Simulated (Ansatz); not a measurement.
`NC#CN` → 2 C• + 4 H• + 2 N•  (atomization)

Gas-phase electronic energies from Ansatz, PBE0-D4/def2-TZVP geometries. CCSD(T)/CBS is the MP2 limit (def2-TZVPP, def2-QZVPP) plus CCSD(T) − MP2 in def2-TZVPP, frozen cores. This one scheme is used for every species, atoms too. DFT in def2-TZVPP. No spin–orbit coupling; open shells (•) take unrestricted orbitals. Spin–orbit coupling would lower the free atoms: a little for C. One conformer a species, not always the lowest.

`NC#CN`:

```xyz
8

N     1.167   -0.083    1.557
C     0.339   -0.008    0.504
C    -0.401    0.116   -0.441
N    -1.272    0.267   -1.451
H     0.752   -0.335    2.441
H     2.059   -0.527    1.402
H    -1.194    1.116   -1.990
H    -1.449   -0.545   -2.021
```

```tsv
level	ΔE (kJ/mol)	difference from CCSD(T)/CBS
PBE-D4	3257.4	163.0
revPBE-D4	3149.8	55.4
B97M-V	3104.0	9.6
r2SCANh-D4	3072.2	-22.2
PBE-QIDH	3081.2	-13.2
PBE	3247.5	153.1
revPBE	3114.0	19.6
CCSD(T)/def2-TZVPP	2985.4	-109.0
HF/CBS(def2)	2025.7	-1068.7
MP2/CBS(def2)	3175.0	80.6
CCSD(T)/CBS	3094.4	0
```

Largest T1 diagnostic among the species: 0.012.

The D4 term adds +15.9 kJ/mol with B3LYP and +8.3 kJ/mol with PBE0; it sums over pairs of atoms, weighted by their polarisabilities, and B3LYP, whose exchange is more repulsive, gets the larger term. In def2-TZVPP, CCSD(T) changes the Hartree–Fock value by +966.3 kJ/mol (the triples alone add +64.9 kJ/mol) and MP2 by +1046.8 kJ/mol; breaking electron pairs costs correlation energy, which Hartree–Fock lacks. Leaving LDA and LC-ωPBE aside and taking each functional with its dispersion term where it has one, the values, not all of them listed here, spread over 271.8 kJ/mol, from BHLYP-D4 to PBE-D4. LDA lies +441.4 kJ/mol from PBE without D4, its usual overbinding.

B3LYP here is the variant with VWN-RPA as its local correlation; programs differ in this.

For atomizations the MP2-based limit and the directly extrapolated one differ by several kJ/mol either way, and by 10 to 25 for some Ge, Se and Sn compounds, so smaller differences from it don't rank the levels.
